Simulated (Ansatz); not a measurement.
`FC1(F)C=CC1`. The species carries charge 0 and has multiplicity 1.

Z-matrix (Å, degrees):
```
C
F 1 1.355
C 1 1.502 2 116.1
C 1 1.546 2 115.1 3 -100.9
F 1 1.355 2 106.1 3 130.6
C 3 1.333 1 92.1 2 -117.2
H 3 1.082 1 132.6 2 62.8
H 4 1.092 1 114.1 2 -126.0
H 4 1.092 1 114.1 2 2.0
H 6 1.083 3 132.9 1 180.0
```

Problem. What are the harmonic wavenumbers in cm⁻¹ at PBE0-D4/def2-TZVP (Ansatz, finite differences of forces, unscaled)? (An estimate is asked.)

Solution. The calculation gave: 193, 332, 460, 490, 493, 711, 765, 887, 946, 965, 983, 1070, 1086, 1136, 1210, 1221, 1287, 1354, 1469, 1651, 3078, 3136, 3217, 3249.

Problem. Is this a minimum?

Solution. Yes, all 24 modes are real.

Problem. Give the ideal-gas thermochemistry at 298.15 K and 1 bar (rigid rotor, harmonic oscillator; point group Cs, symmetry number 1).

Solution. Zero-point energy 187.7 kJ/mol; H(298) − E = 203.4 kJ/mol; entropy 302.6 J/(mol·K), of which translation 165.0, rotation 108.7, vibration 29.0; G(298) − E = 113.2 kJ/mol.
